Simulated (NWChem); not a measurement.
**hydrogen isocyanide (CHN)**

```xyz
3

C      0.0000     0.0000     0.7490
N      0.0000     0.0000    -0.4352
H      0.0000     0.0000    -1.4477
```
Charge 0, spin multiplicity 1.

Everything below was run with NWChem. All single points use one geometry, from PBE/def2-SVP, a minimum by its harmonic frequencies.

Symmetry labels belong to the abelian group C2v used in the runs, with the axes of the coordinates shown; states degenerate in a higher group split over its labels.

Question: List the lowest 5 singlet excitations that CIS/aug-cc-pVDZ gives, with oscillator strengths.

Answer: 
| state | symmetry | energy (eV) | wavelength (nm) | f |
|---|---|---|---|---|
| 1 | a2 | 8.03 | 154 | 0.000 |
| 2 | a2 | 8.39 | 148 | 0.000 |
| 3 | a1 | 8.39 | 148 | 0.000 |
| 4 | b1 | 8.79 | 141 | 0.108 |
| 5 | b2 | 8.79 | 141 | 0.108 |
